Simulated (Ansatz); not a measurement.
**SiPH₃ (triplet): wave-function methods side by side, cc-pVDZ**

An exercise on one series of results from a longer session: the logs are not shown, and one member is left open.

Method: cc-pVDZ, core rule «outside noble gas», up to 10 orbitals frozen; program: Ansatz 0.2.0, Gaussian basis.

Plan: UHF; CCSD(T) on ROHF; CCSD(T) on UHF; BCCD(T) on ROHF; CISD as a restricted active space (open shells left free, so some higher excitations enter); CCSDT(Q) on ROHF; CCSDT(Q) on UHF; CASSCF and NEVPT2, 12 electrons in 11 orbitals.

30 further runs of the same task are left out: 2 for a known fault of the program, 11 that didn't finish, 17 set aside as unsound or not needed. Runs told in other sessions of the task aren't counted.

## The geometry

The geometry is a PBE0/def2-TZVP stationary point (not a proven minimum).

5 atoms, charge 0, spin multiplicity 3.

Atoms are counted from 1 here; the program's logs count them from 0.

Bond lengths: Si1–P2 2.245 Å, Si1–H3 1.489 Å, Si1–H4 1.489 Å, Si1–H5 1.489 Å. Angles: P2–Si1–H3 110.2°, P2–Si1–H4 110.2°, P2–Si1–H5 110.2°, H3–Si1–H4 108.7°, H3–Si1–H5 108.7°, H4–Si1–H5 108.7°.

Set-up of the first run:

in.yaml reads:

```yaml
crystal:
  periodic: [false, false, false]
  atoms:
    - {symbol: Si, position_ang: [-1.095022, -0.008048, 0.002339]}
    - {symbol: P, position_ang: [1.149978, 0.008452, -0.002457]}
    - {symbol: H, position_ang: [-1.619119, 1.385319, 0.005761]}
    - {symbol: H, position_ang: [-1.601124, -0.712390, 1.212266]}
    - {symbol: H, position_ang: [-1.606323, -0.708402, -1.207717]}
basis:
  gaussian: {orbitals: cc-pVDZ}
magnetization: {spin_polarized: true, initial_magnetization: 2}
hamiltonian: {xc: hf}
output: {orbitals: {seedname: orbitals}}
```

Run with:

```
$ ansatz run in.yaml --threads 1 --pin off --events-out ev --progress --plain --max-ram 2393MiB
```

Steps of the session up to this table: UHF; CCSD(T) on ROHF; CCSD(T) on UHF; BCCD(T) on ROHF; CISD as a restricted active space (open shells left free, so some higher excitations enter); CCSDT(Q) on ROHF; CCSDT(Q) on UHF; CASSCF and NEVPT2, 12 electrons in 11 orbitals.

One table of the session follows, with a row left open; its other results are not shown here.

It belongs to the step «Misses and costs». 

```
        method  from UCCSDT(Q) (kcal/mol)
          ROHF                    +147.11
           UHF                    +143.55
          RMP2                     +30.60
          UMP2                     +31.16
          CISD                     +16.22
         RCCSD                      +4.35
         UCCSD                      +4.25
      RCCSD(T)                      +0.89
      UCCSD(T)                      +0.88
       BCCD(T)                      +0.87
        RCCSDT                      +0.18
        UCCSDT                          ?
     RCCSDT(Q)                      +0.01
     UCCSDT(Q)                          0
CASSCF valence                    +107.74
NEVPT2 valence                     +30.34
```

Estimate the missing values for UCCSDT.

**Answer.** from UCCSDT(Q) (kcal/mol): +0.17. In the column «from UCCSDT(Q) (kcal/mol)» it lies between RCCSDT(Q) (+0.01) and RCCSDT (+0.18).

With the free atoms at the same levels and basis (separate runs), the atomisation energy is 11.251 eV at UCCSDT(Q), 11.235 eV at RCCSD(T), 11.235 eV at UCCSD(T), 9.002 eV at ROHF.

Caveats from the session: Restricted and unrestricted rows rest on different reference determinants; a gap between their highest levels can come from leftover correlation error, from unlike frozen cores or from another state.
